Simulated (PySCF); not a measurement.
How methods differ on the ionisation energy of H

H 1s1 (2S) → H⁺ (bare nucleus), as a difference of total energies. Calculation: PySCF 2.14, in dyall-acv3z (10s3p2d, 29 functions); the spin-free X2C one-electron Hamiltonian (Gaussian nucleus). The calculations carry no spin-orbit coupling.

Task: Order these methods by the ionisation energy they give, lowest first.
A. LDA
B. r2SCANh
C. LC-wPBE
D. PBE0

Result: A (13.025 eV), B (13.610 eV), D (13.642 eV), C (13.776 eV).

For comparison: 13.598 eV (theoretical estimate listed by NIST; NIST Atomic Spectra Database, ionization energies).
